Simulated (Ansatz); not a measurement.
C₅H₇F, SMILES `CC1=C(F)C1C`, relaxed with RKS PBE0-D4/def2-TZVP in Ansatz 0.2.0 from a PBE-D4/def2-SVP geometry. The force threshold is 0.005 eV/Å; the program also tests the step.

Charge 0, multiplicity 1.

Start:

```xyz
13

C    -1.722   -0.910   -0.583
C    -0.722    0.159   -0.400
C    -0.069    1.251   -0.694
F     0.122    2.261   -1.535
C     0.395    0.656    0.577
C     1.716   -0.087    0.714
H    -1.241   -1.911   -0.587
H    -2.278   -0.789   -1.534
H    -2.457   -0.912    0.251
H     0.058    1.123    1.533
H     2.534    0.600    1.021
H     2.011   -0.557   -0.247
H     1.654   -0.884    1.484
```

| step | energy (eV) | largest force (eV/Å) | largest move (Å) |
| --- | --- | --- | --- |
| 1 | -8007.6954 | 0.933 | 0.000 |
| 2 | -8007.7582 | 0.243 | 0.029 |
| 3 | -8007.7640 | 0.035 | 0.011 |
| 4 | -8007.7640 | 0.013 | 0.002 |
| 5 | -8007.7640 | 0.008 | 0.002 |
| 6 | -8007.7640 | 0.011 | 0.003 |
| 7 | -8007.7641 | 0.009 | 0.004 |
| 8 | -8007.7641 | 0.002 | 0.003 |

End:

```xyz
13

C    -1.708   -0.903   -0.578
C    -0.716    0.160   -0.390
C    -0.071    1.229   -0.682
F     0.123    2.222   -1.524
C     0.391    0.654    0.578
C     1.701   -0.085    0.709
H    -1.225   -1.884   -0.597
H    -2.257   -0.771   -1.512
H    -2.425   -0.912    0.247
H     0.060    1.118    1.514
H     2.508    0.590    1.009
H     1.984   -0.547   -0.240
H     1.636   -0.872    1.467
```

Hardware: 4 threads of an Arm Neoverse V1 on a shared host. Wall time 36 s, peak host memory 0.62 GiB.
